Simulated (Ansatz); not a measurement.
Molecular dynamics of AlF2

The input (input.yaml):

```yaml
crystal:
  periodic: [false, false, false]
  atoms:
    - { symbol: F, position_ang: [0.465733, -1.330835, 0.102914] }
    - { symbol: Al, position_ang: [0.458337, 0.330382, 0.289824] }
    - { symbol: F, position_ang: [-0.930653, 0.938126, -0.403281] }
magnetization:
  spin_polarized: true
  initial_magnetization: 1
basis:
  gaussian: { orbitals: STO-3G }
hamiltonian:
  xc: pbe
  dispersion: d4
md:
  timestep: 2.0
  n_steps: 166
  ensemble: nvt_langevin
  temperature: 300.0
  initial_velocities: maxwell_boltzmann
  seed: 941257
  friction: 0.02
```

Command:

```bash
$ ansatz run input.yaml --threads 1 --pin off --max-ram 2048MiB --backend cpu --events-out ev --progress --plain --runs-dir out
```

It goes on from the last frame of an earlier run, with new velocities.

Output, in part (one step line in 2, the closing report, with atoms numbered from 0):

```
md step     0: t =     0.00 fs  T =   200.0 K  F+E_penalty+E_count = -11862.99716190 eV  E_kin = 0.077556 eV  (23 SCF iters)
md step     2: t =     4.00 fs  T =   184.0 K  F+E_penalty+E_count = -11862.98625964 eV  E_kin = 0.071359 eV  (24 SCF iters)
md step     4: t =     8.00 fs  T =   138.7 K  F+E_penalty+E_count = -11862.96971199 eV  E_kin = 0.053800 eV  (21 SCF iters)
md step     6: t =    12.00 fs  T =   149.4 K  F+E_penalty+E_count = -11862.96882374 eV  E_kin = 0.057944 eV  (20 SCF iters)
md step     8: t =    16.00 fs  T =   115.5 K  F+E_penalty+E_count = -11862.97536110 eV  E_kin = 0.044789 eV  (24 SCF iters)
md step    10: t =    20.00 fs  T =   137.0 K  F+E_penalty+E_count = -11862.97223841 eV  E_kin = 0.053141 eV  (24 SCF iters)
md step    12: t =    24.00 fs  T =   136.0 K  F+E_penalty+E_count = -11862.95375581 eV  E_kin = 0.052740 eV  (24 SCF iters)
md step    14: t =    28.00 fs  T =   341.1 K  F+E_penalty+E_count = -11862.95792875 eV  E_kin = 0.132255 eV  (21 SCF iters)
md step    16: t =    32.00 fs  T =   469.9 K  F+E_penalty+E_count = -11862.98617774 eV  E_kin = 0.182233 eV  (23 SCF iters)
md step    18: t =    36.00 fs  T =   413.1 K  F+E_penalty+E_count = -11862.99175326 eV  E_kin = 0.160193 eV  (24 SCF iters)
md step    20: t =    40.00 fs  T =   285.3 K  F+E_penalty+E_count = -11862.98989952 eV  E_kin = 0.110620 eV  (24 SCF iters)
md step    22: t =    44.00 fs  T =   212.0 K  F+E_penalty+E_count = -11862.98747970 eV  E_kin = 0.082221 eV  (23 SCF iters)
md step    24: t =    48.00 fs  T =   184.0 K  F+E_penalty+E_count = -11862.98794385 eV  E_kin = 0.071357 eV  (24 SCF iters)
md step    26: t =    52.00 fs  T =   200.3 K  F+E_penalty+E_count = -11862.99014267 eV  E_kin = 0.077659 eV  (24 SCF iters)
md step    28: t =    56.00 fs  T =   245.9 K  F+E_penalty+E_count = -11862.98699127 eV  E_kin = 0.095372 eV  (24 SCF iters)
md step    30: t =    60.00 fs  T =   285.0 K  F+E_penalty+E_count = -11862.97723655 eV  E_kin = 0.110514 eV  (24 SCF iters)
md step    32: t =    64.00 fs  T =   370.8 K  F+E_penalty+E_count = -11862.97328065 eV  E_kin = 0.143793 eV  (22 SCF iters)
md step    34: t =    68.00 fs  T =   334.6 K  F+E_penalty+E_count = -11862.97144697 eV  E_kin = 0.129749 eV  (24 SCF iters)
md step    36: t =    72.00 fs  T =   402.0 K  F+E_penalty+E_count = -11862.96565593 eV  E_kin = 0.155893 eV  (21 SCF iters)
md step    38: t =    76.00 fs  T =   430.4 K  F+E_penalty+E_count = -11862.97074635 eV  E_kin = 0.166913 eV  (20 SCF iters)
md step    40: t =    80.00 fs  T =   406.2 K  F+E_penalty+E_count = -11862.97401314 eV  E_kin = 0.157521 eV  (24 SCF iters)
md step    42: t =    84.00 fs  T =   416.8 K  F+E_penalty+E_count = -11862.95639641 eV  E_kin = 0.161636 eV  (24 SCF iters)
md step    44: t =    88.00 fs  T =   207.4 K  F+E_penalty+E_count = -11862.94182273 eV  E_kin = 0.080420 eV  (21 SCF iters)
md step    46: t =    92.00 fs  T =   183.7 K  F+E_penalty+E_count = -11862.94278239 eV  E_kin = 0.071239 eV  (22 SCF iters)
md step    48: t =    96.00 fs  T =   365.7 K  F+E_penalty+E_count = -11862.96920161 eV  E_kin = 0.141816 eV  (24 SCF iters)
md step    50: t =   100.00 fs  T =   461.4 K  F+E_penalty+E_count = -11862.99263594 eV  E_kin = 0.178910 eV  (24 SCF iters)
md step    52: t =   104.00 fs  T =   387.8 K  F+E_penalty+E_count = -11862.98788986 eV  E_kin = 0.150387 eV  (24 SCF iters)
md step    54: t =   108.00 fs  T =   360.0 K  F+E_penalty+E_count = -11862.96138183 eV  E_kin = 0.139609 eV  (24 SCF iters)
md step    56: t =   112.00 fs  T =   299.0 K  F+E_penalty+E_count = -11862.95339180 eV  E_kin = 0.115941 eV  (21 SCF iters)
md step    58: t =   116.00 fs  T =   368.5 K  F+E_penalty+E_count = -11862.96412834 eV  E_kin = 0.142894 eV  (20 SCF iters)
md step    60: t =   120.00 fs  T =   337.8 K  F+E_penalty+E_count = -11862.98435206 eV  E_kin = 0.130976 eV  (24 SCF iters)
md step    62: t =   124.00 fs  T =   363.3 K  F+E_penalty+E_count = -11862.99643255 eV  E_kin = 0.140885 eV  (23 SCF iters)
md step    64: t =   128.00 fs  T =   171.0 K  F+E_penalty+E_count = -11862.98700104 eV  E_kin = 0.066293 eV  (24 SCF iters)
md step    66: t =   132.00 fs  T =   195.0 K  F+E_penalty+E_count = -11862.97758287 eV  E_kin = 0.075609 eV  (20 SCF iters)
md step    68: t =   136.00 fs  T =   184.0 K  F+E_penalty+E_count = -11862.97265781 eV  E_kin = 0.071334 eV  (21 SCF iters)
md step    70: t =   140.00 fs  T =   193.0 K  F+E_penalty+E_count = -11862.96970077 eV  E_kin = 0.074841 eV  (21 SCF iters)
md step    72: t =   144.00 fs  T =   140.9 K  F+E_penalty+E_count = -11862.96967235 eV  E_kin = 0.054645 eV  (21 SCF iters)
md step    74: t =   148.00 fs  T =   299.5 K  F+E_penalty+E_count = -11862.99031041 eV  E_kin = 0.116130 eV  (23 SCF iters)
md step    76: t =   152.00 fs  T =   322.1 K  F+E_penalty+E_count = -11862.99392073 eV  E_kin = 0.124887 eV  (24 SCF iters)
md step    78: t =   156.00 fs  T =   316.1 K  F+E_penalty+E_count = -11862.95407105 eV  E_kin = 0.122586 eV  (24 SCF iters)
md step    80: t =   160.00 fs  T =   349.1 K  F+E_penalty+E_count = -11862.94020664 eV  E_kin = 0.135387 eV  (21 SCF iters)
md step    82: t =   164.00 fs  T =   310.3 K  F+E_penalty+E_count = -11862.97126440 eV  E_kin = 0.120338 eV  (24 SCF iters)
md step    84: t =   168.00 fs  T =   292.3 K  F+E_penalty+E_count = -11862.97477505 eV  E_kin = 0.113359 eV  (24 SCF iters)
md step    86: t =   172.00 fs  T =   238.2 K  F+E_penalty+E_count = -11862.95305859 eV  E_kin = 0.092379 eV  (24 SCF iters)
md step    88: t =   176.00 fs  T =   288.7 K  F+E_penalty+E_count = -11862.94080733 eV  E_kin = 0.111935 eV  (21 SCF iters)
md step    90: t =   180.00 fs  T =   174.9 K  F+E_penalty+E_count = -11862.95569418 eV  E_kin = 0.067811 eV  (21 SCF iters)
md step    92: t =   184.00 fs  T =   287.0 K  F+E_penalty+E_count = -11862.97848740 eV  E_kin = 0.111310 eV  (24 SCF iters)
md step    94: t =   188.00 fs  T =   252.4 K  F+E_penalty+E_count = -11862.97853478 eV  E_kin = 0.097881 eV  (24 SCF iters)
md step    96: t =   192.00 fs  T =   169.9 K  F+E_penalty+E_count = -11862.97084195 eV  E_kin = 0.065898 eV  (21 SCF iters)
md step    98: t =   196.00 fs  T =   134.6 K  F+E_penalty+E_count = -11862.98179750 eV  E_kin = 0.052197 eV  (24 SCF iters)
md step   100: t =   200.00 fs  T =   164.5 K  F+E_penalty+E_count = -11862.99614034 eV  E_kin = 0.063795 eV  (23 SCF iters)
md step   102: t =   204.00 fs  T =   247.3 K  F+E_penalty+E_count = -11862.99600900 eV  E_kin = 0.095879 eV  (23 SCF iters)
md step   104: t =   208.00 fs  T =   136.6 K  F+E_penalty+E_count = -11862.98320777 eV  E_kin = 0.052964 eV  (24 SCF iters)
md step   106: t =   212.00 fs  T =    95.5 K  F+E_penalty+E_count = -11862.97087149 eV  E_kin = 0.037039 eV  (20 SCF iters)
md step   108: t =   216.00 fs  T =   175.2 K  F+E_penalty+E_count = -11862.96497786 eV  E_kin = 0.067944 eV  (21 SCF iters)
md step   110: t =   220.00 fs  T =   266.4 K  F+E_penalty+E_count = -11862.97421438 eV  E_kin = 0.103317 eV  (24 SCF iters)
md step   112: t =   224.00 fs  T =   240.2 K  F+E_penalty+E_count = -11862.96562793 eV  E_kin = 0.093150 eV  (24 SCF iters)
md step   114: t =   228.00 fs  T =    69.8 K  F+E_penalty+E_count = -11862.94082465 eV  E_kin = 0.027084 eV  (23 SCF iters)
md step   116: t =   232.00 fs  T =    99.4 K  F+E_penalty+E_count = -11862.94450092 eV  E_kin = 0.038538 eV  (20 SCF iters)
md step   118: t =   236.00 fs  T =   115.4 K  F+E_penalty+E_count = -11862.96954331 eV  E_kin = 0.044742 eV  (24 SCF iters)
md step   120: t =   240.00 fs  T =   132.6 K  F+E_penalty+E_count = -11862.96872227 eV  E_kin = 0.051406 eV  (24 SCF iters)
md step   122: t =   244.00 fs  T =   148.6 K  F+E_penalty+E_count = -11862.95752018 eV  E_kin = 0.057606 eV  (21 SCF iters)
md step   124: t =   248.00 fs  T =   165.1 K  F+E_penalty+E_count = -11862.95163002 eV  E_kin = 0.064039 eV  (20 SCF iters)
md step   126: t =   252.00 fs  T =   110.5 K  F+E_penalty+E_count = -11862.95811783 eV  E_kin = 0.042865 eV  (23 SCF iters)
md step   128: t =   256.00 fs  T =   229.6 K  F+E_penalty+E_count = -11862.98003810 eV  E_kin = 0.089051 eV  (24 SCF iters)
md step   130: t =   260.00 fs  T =   366.2 K  F+E_penalty+E_count = -11862.99276932 eV  E_kin = 0.142017 eV  (23 SCF iters)
md step   132: t =   264.00 fs  T =   340.1 K  F+E_penalty+E_count = -11862.97235361 eV  E_kin = 0.131877 eV  (23 SCF iters)
md step   134: t =   268.00 fs  T =   390.3 K  F+E_penalty+E_count = -11862.94040383 eV  E_kin = 0.151344 eV  (23 SCF iters)
md step   136: t =   272.00 fs  T =   348.3 K  F+E_penalty+E_count = -11862.92774389 eV  E_kin = 0.135067 eV  (23 SCF iters)
md step   138: t =   276.00 fs  T =   372.1 K  F+E_penalty+E_count = -11862.96659707 eV  E_kin = 0.144293 eV  (24 SCF iters)
md step   140: t =   280.00 fs  T =   539.3 K  F+E_penalty+E_count = -11862.97652402 eV  E_kin = 0.209139 eV  (24 SCF iters)
md step   142: t =   284.00 fs  T =   396.8 K  F+E_penalty+E_count = -11862.93721642 eV  E_kin = 0.153855 eV  (24 SCF iters)
md step   144: t =   288.00 fs  T =   351.9 K  F+E_penalty+E_count = -11862.91002257 eV  E_kin = 0.136460 eV  (24 SCF iters)
md step   146: t =   292.00 fs  T =   291.2 K  F+E_penalty+E_count = -11862.89079699 eV  E_kin = 0.112939 eV  (24 SCF iters)
md step   148: t =   296.00 fs  T =   345.5 K  F+E_penalty+E_count = -11862.90333333 eV  E_kin = 0.133987 eV  (24 SCF iters)
md step   150: t =   300.00 fs  T =   325.1 K  F+E_penalty+E_count = -11862.93582997 eV  E_kin = 0.126082 eV  (24 SCF iters)
md step   152: t =   304.00 fs  T =   445.3 K  F+E_penalty+E_count = -11862.95690897 eV  E_kin = 0.172660 eV  (24 SCF iters)
md step   154: t =   308.00 fs  T =   555.9 K  F+E_penalty+E_count = -11862.92077704 eV  E_kin = 0.215558 eV  (23 SCF iters)
md step   156: t =   312.00 fs  T =   256.9 K  F+E_penalty+E_count = -11862.85512531 eV  E_kin = 0.099625 eV  (24 SCF iters)
md step   158: t =   316.00 fs  T =   358.0 K  F+E_penalty+E_count = -11862.88500266 eV  E_kin = 0.138834 eV  (23 SCF iters)
md step   160: t =   320.00 fs  T =   438.8 K  F+E_penalty+E_count = -11862.96181057 eV  E_kin = 0.170162 eV  (23 SCF iters)
md step   162: t =   324.00 fs  T =   414.6 K  F+E_penalty+E_count = -11862.97524407 eV  E_kin = 0.160793 eV  (23 SCF iters)
md step   164: t =   328.00 fs  T =   293.9 K  F+E_penalty+E_count = -11862.92886116 eV  E_kin = 0.113951 eV  (23 SCF iters)
md step   166: t =   332.00 fs  T =   205.9 K  F+E_penalty+E_count = -11862.88981044 eV  E_kin = 0.079825 eV  (25 SCF iters)
Total energy: -11862.88982367 eV, -435.9531600644 hartree
Atom 0 at     0.654516    -0.991275     0.353105 Å, force    -0.701121     2.074951    -0.137696 eV/Å
Atom 1 at     0.169909     0.697298     0.281349 Å, force     0.948902    -1.973861     0.263170 eV/Å
Atom 2 at    -1.332903     0.803969    -0.413397 Å, force    -0.247781    -0.101090    -0.125474 eV/Å
Dipole moment:     0.123281     0.252487     0.081041 e Å
```

All steps were run. The mean temperature of the second half is 10 % below the set value. A run of 0.33 ps of so small a system gives no equilibrium averages. Limits of this set-up: minimal basis.

The same pairs are bonded in the first frame and the last. Pairs count as bonded within 1.25 times the sum of covalent radii (0.12 Å more for H–H).

Last frame:

```xyz
3
Properties=species:S:1:pos:R:3
F 0.654 -0.991 0.353
Al 0.170 0.697 0.281
F -1.333 0.804 -0.413
```

The run took 2.9 min on 1 thread of Arm Neoverse N1 (shared host), peak memory 0.1 GiB.
